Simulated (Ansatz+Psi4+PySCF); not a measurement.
The numbers below are computed, except where a source is named.
Input for Psi4 1.11:

```
molecule {
0 2
C 0.000000 0.000000 0.160070
H 0.000000 0.000000 -0.960450
}

set basis cc-pVTZ
set reference uhf
set scf_type pk
energy('scf')
```

The input is written out from the run's settings.

The run gave:

- Converged: yes
- Total energy: -38.28134 hartree
- Spin squared of the determinant: 0.759
- Occupied orbitals by symmetry in an Abelian subgroup (alpha; beta): 3 A1 1 B1; 3 A1

This is not the lowest solution: another run reaches a determinant 0.09 eV lower.
